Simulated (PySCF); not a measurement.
**One shape, several levels: C3H6O2 (1,3-dioxolane)**

We compute a comparison of 6 runs (CAM-B3LYP/def2-SVP, SVWN5/def2-SVP, TPSS/def2-SVP, revPBE/def2-SVP, wB97X/def2-SVP, CCSD(T)/def2-SVP) of C3H6O2 (1,3-dioxolane). Input form: a Python script.

Program for the calculation: PySCF 2.14.0.

2 further runs of the same task are left out: 2 set aside as unsound or not needed.

## Step 1: The molecule

The species is C3H6O2 (11 atoms), meant as a singlet with charge 0. SMILES: `C1COCO1`. The coordinates come from a GFN2-xTB relaxation. This is one conformer, not always the lowest.

Bond lengths: C1–C2 1.548 Å, C2–O3 1.413 Å, O3–C4 1.397 Å, C1–O5 1.414 Å, C4–O5 1.398 Å, C1–H6 1.097 Å, C1–H7 1.091 Å, C2–H8 1.090 Å, C2–H9 1.097 Å, C4–H10 1.110 Å, C4–H11 1.092 Å. Some angles: C1–C2–O3 104.1°, C2–C1–O5 104.2°, C2–O3–C4 105.5°, O3–C4–O5 106.6°, C1–O5–C4 105.8°, C1–C2–H8 113.4°, C1–C2–H9 111.0°, O3–C2–H8 108.0°, O3–C2–H9 110.5°, C2–C1–H6 111.2°.

## Step 2: The energy at CAM-B3LYP/def2-SVP (run 1)

calc.py

```python
from pyscf import gto, dft

mol = gto.M(
    atom='''
C      0.063060     1.873059    -0.818951
C     -0.073132    -0.863000    -1.842540
O     -0.832028    -2.312533     0.268077
C     -0.133037    -0.895296     2.382567
O     -0.561532     1.637315     1.768765
H      1.968055     2.660621    -1.038348
H     -1.310997     3.137210    -1.692420
H     -1.480411    -1.111783    -3.326523
H      1.779706    -1.493526    -2.528227
H      1.890425    -1.206004     2.836517
H     -1.310090    -1.426063     3.991083
''',
    verbose=4,
    charge=0,
    max_memory=1860,
    basis='def2-svp',
    unit='bohr',
)

mf = dft.RKS(mol)
mf.xc = 'cam-b3lyp'
mf.grids.level = 5
mf.conv_tol = 1e-10
mf.kernel()
if not mf.converged:
    mf = mf.newton().run(mf.mo_coeff, mf.mo_occ)

energy = mf.e_tot
print('E = %.10f Eh' % energy)
```

The run is started by

```console
$ OMP_NUM_THREADS=1 python calc.py
```

The log of the run:

```text
PySCF version 2.14.0

[... 79 lines left out ...]
converged SCF energy = -268.027937562292
E = -268.0279375623 Eh
```

It took 44 s on 1 thread of Intel Xeon at 2.70GHz, shared host; peak memory 0.52 GiB.

## Step 3: A single-point energy at SVWN5/def2-SVP (run 2)

job.py

```python
from pyscf import gto, dft

molecule = gto.M(
    atom='''
C      0.033370     0.991180    -0.433370
C     -0.038700    -0.456680    -0.975030
O     -0.440290    -1.223740     0.141860
C     -0.070400    -0.473770     1.260800
O     -0.297150     0.866430     0.935990
H      1.041450     1.407940    -0.549470
H     -0.693750     1.660140    -0.895590
H     -0.783400    -0.588330    -1.760320
H      0.941780    -0.790340    -1.337880
H      1.000370    -0.638190     1.501020
H     -0.693270    -0.754640     2.111990
''',
    max_memory=1860,
    basis='def2-svp',
    verbose=3,
)

mf = dft.RKS(molecule)
mf.xc = 'svwn'
mf.conv_tol = 1e-10
mf.grids.level = 5
mf.kernel()
if not mf.converged:
    mf = mf.newton().run(mf.mo_coeff, mf.mo_occ)

energy = mf.e_tot
print('E = %.10f Eh' % energy)
```

The run is started by

```console
$ OMP_NUM_THREADS=1 python job.py
```

The log of the run:

```text
converged SCF energy = -265.985809940919
E = -265.9858099409 Eh
```

It took 14 s on 1 thread of Intel Xeon at 2.70GHz, shared host; peak memory 0.35 GiB.

Runs 3 to 5 aren't shown in full; the table further down has their settings and results.

## Step 4: A single-point energy at CCSD(T)/def2-SVP (run 6)

run.py

```python
from pyscf import gto, scf, cc

mol = gto.M(
    atom='''
C        0.033370       0.991180      -0.433370
C       -0.038700      -0.456680      -0.975030
O       -0.440290      -1.223740       0.141860
C       -0.070400      -0.473770       1.260800
O       -0.297150       0.866430       0.935990
H        1.041450       1.407940      -0.549470
H       -0.693750       1.660140      -0.895590
H       -0.783400      -0.588330      -1.760320
H        0.941780      -0.790340      -1.337880
H        1.000370      -0.638190       1.501020
H       -0.693270      -0.754640       2.111990
''',
    max_memory=1860,
    basis='def2-svp',
    verbose=4,
    spin=0,
)

mf = scf.RHF(mol)
mf.conv_tol = 1e-10
mf.kernel()
if not mf.converged:
    mf = mf.newton().run(mf.mo_coeff, mf.mo_occ)

mycc = cc.CCSD(mf, frozen=5)
mycc.kernel()
e_t = mycc.ccsd_t()
e_final = mycc.e_tot + e_t
print('E = %.10f Eh' % e_final)
```

The run is started by

```console
$ OMP_NUM_THREADS=1 python run.py
```

The log of the run:

```text
PySCF version 2.14.0

[... 65 lines left out ...]
converged SCF energy = -266.588879448335
[... 12 lines left out ...]
Init t2, MP2 energy = -267.36017379375  E_corr(MP2) -0.771294345415352
[... 11 lines left out ...]
CCSD converged
[... 2 lines left out ...]
E = -267.4269336186 Eh
```

It took 67 s on 1 thread of Intel Xeon at 2.70GHz, shared host; peak memory 0.75 GiB.

## Step 5: The series

| run | level | integration grid | frozen core orbitals | energy (Eh) | dipole moment (D) of the reference | HOMO energy (eV) | LUMO energy (eV) | wall time |
| --- | --- | --- | --- | --- | --- | --- | --- | --- |
| 1 | CAM-B3LYP/def2-SVP | 5 | – | -268.027938 | 1.53 | -8.91 | 2.68 | 44 s |
| 2 | SVWN5/def2-SVP | 5 | – | -265.985810 | 1.40 | -5.88 | 0.75 | 14 s |
| 3 | TPSS/def2-SVP | 5 | – | -268.186409 | 1.41 | -5.95 | 1.22 | 57 s |
| 4 | revPBE/def2-SVP | 5 | – | -268.059609 | 1.35 | -5.78 | 1.00 | 26 s |
| 5 | wB97X/def2-SVP | 5 | – | -268.077645 | 1.56 | -9.95 | 3.98 | 50 s |
| 6 | CCSD(T)/def2-SVP | – | 5 | -267.426934 | 1.80 | -11.69 | 4.75 | 67 s |

## Step 6: What came out

| quantity | value |
| --- | --- |
| run 6: total energy | -267.42693 Eh |
| run 6: dipole moment (Hartree–Fock density) | 1.80 D |
| run 6: HOMO energy (Hartree–Fock orbitals) | -11.69 eV |
| run 6: LUMO energy (Hartree–Fock orbitals) | 4.75 eV |
| run 6: HOMO–LUMO gap (Hartree–Fock orbitals) | 16.44 eV |
| run 6: correlation energy (5 core orbitals frozen) | -838.1 mEh |
| run 6: (T) correction | -22.83 mEh |
| run 6: T1 diagnostic | 0.011 |

In words: Over runs 1, 2, 3, 4, 5 the dipole moment (its size) runs from 1.35 D (revPBE/def2-SVP) to 1.56 D (wB97X/def2-SVP). Over runs 1, 2, 3, 4, 5 the HOMO–LUMO gap runs from 6.63 eV (SVWN5/def2-SVP) to 13.93 eV (wB97X/def2-SVP). Totals of different functionals can't be ranked against each other. All runs together took 4.3 min, the longest 67 s.
